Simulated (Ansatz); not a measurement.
**C5H5O radical: energies up the ladder**

An exercise on one series of results from a longer session: the logs are not shown, and one member is left open.

Program: Ansatz 0.2.0. Level of theory: the levels named in each step. These are calculated values, not measurements.

**The structure to begin with**

Bond lengths: C1–C2 1.365 Å, C2–C3 1.414 Å, C3–C4 1.395 Å, C4–C5 1.372 Å, C2–O6 1.371 Å, C5–O6 1.344 Å, C1–H7 1.072 Å, C1–H8 1.073 Å, C3–H9 1.070 Å, C4–H10 1.071 Å, C5–H11 1.072 Å. Angles (14 of 16 angles, heavy atoms first): C1–C2–C3 130.8°, C1–C2–O6 120.9°, C3–C2–O6 108.3°, C2–C3–C4 106.6°, C3–C4–C5 106.5°, C4–C5–O6 111.3°, C2–O6–C5 107.4°, C2–C1–H7 120.2°, C2–C1–H8 120.8°, C2–C3–H9 125.5°, C4–C3–H9 127.9°, C3–C4–H10 127.4°, C5–C4–H10 126.1°, C4–C5–H11 131.6°.

Coordinates:

```xyz
11

C     2.0697    0.1488    0.3062
C     0.7155    0.1143    0.1415
C    -0.2888    1.0198    0.5532
C    -1.5038    0.4896    0.1202
C    -1.2090   -0.6868   -0.5220
O     0.1134   -0.9257   -0.5185
H     2.5295    0.9669    0.8239
H     2.6902   -0.6374   -0.0778
H    -0.1227    1.9288    1.0927
H    -2.4808    0.9081    0.2555
H    -1.8357   -1.4115   -1.0032
```

Set-up of the first run:

input.yaml

```yaml
crystal:
  periodic: [false, false, false]
  atoms:
    - { symbol: C, position_ang: [2.06965, 0.14882, 0.30622] }
    - { symbol: C, position_ang: [0.71554, 0.11433, 0.14149] }
    - { symbol: C, position_ang: [-0.28883, 1.01981, 0.5532] }
    - { symbol: C, position_ang: [-1.50384, 0.48962, 0.12025] }
    - { symbol: C, position_ang: [-1.20904, -0.68677, -0.52202] }
    - { symbol: O, position_ang: [0.11337, -0.92568, -0.51851] }
    - { symbol: H, position_ang: [2.5295, 0.96695, 0.8239] }
    - { symbol: H, position_ang: [2.69024, -0.63736, -0.07778] }
    - { symbol: H, position_ang: [-0.12268, 1.92883, 1.0927] }
    - { symbol: H, position_ang: [-2.48078, 0.90814, 0.25551] }
    - { symbol: H, position_ang: [-1.83571, -1.4115, -1.00323] }
magnetization:
  spin_polarized: true
  initial_magnetization: 1
basis:
  gaussian: { orbitals: def2-SVP }
hamiltonian:
  xc: pbe
  dispersion: d4
relax:
  f_tol: 0.03
  max_steps: 200
```

Launch:

```bash
ansatz run input.yaml --threads 4 --pin off --max-ram 10240MiB --backend cpu --events-out ev --progress --plain --runs-dir out
```

Steps of the session up to this table: A rough first relaxation, PBE-D4/def2-SVP; Relaxation, PBE0-D4/def2-TZVPP; Frequencies, PBE0-D4/def2-TZVPP; Single point, PBE-D4/def2-TZVPP; Single point, r2SCAN-D4/def2-TZVPP; Single point, B3LYP-D4/def2-TZVPP; Single point, wB97M-V/def2-TZVPP; Single point, B2PLYP/def2-TZVPP; Single point, LDA/def2-TZVPP; Single point, PBE0-D4/def2-SVP; Single point, PBE-D4/def2-SVP; The cation of multiplicity 1 at the same geometry, PBE0-D4/def2-TZVPP; The cation of multiplicity 1 at the same geometry, PBE-D4/def2-TZVPP; The cation of multiplicity 1 at the same geometry, r2SCAN-D4/def2-TZVPP; The cation of multiplicity 1 at the same geometry, B3LYP-D4/def2-TZVPP; The cation of multiplicity 1 at the same geometry, wB97M-V/def2-TZVPP; The cation of multiplicity 1 at the same geometry, B2PLYP/def2-TZVPP.

One table of the session follows, with a row left open; its other results are not shown here.

It belongs to the step «Vertical ionisation energy». 

```
               level  vertical ionisation energy (eV)  from B2PLYP/def2-TZVPP (eV)
   PBE-D4/def2-TZVPP                            7.025                       +0.122
r2SCAN-D4/def2-TZVPP                            7.158                       +0.255
 B3LYP-D4/def2-TZVPP                                ?                            ?
  wB97M-V/def2-TZVPP                            7.037                       +0.134
   B2PLYP/def2-TZVPP                            6.903                       +0.000
```

Estimate the missing values for B3LYP-D4/def2-TZVPP.

The run gave: vertical ionisation energy (eV): 7.122; from B2PLYP/def2-TZVPP (eV): +0.219. In the column «vertical ionisation energy (eV)» it lies between wB97M-V/def2-TZVPP (7.037) and r2SCAN-D4/def2-TZVPP (7.158).
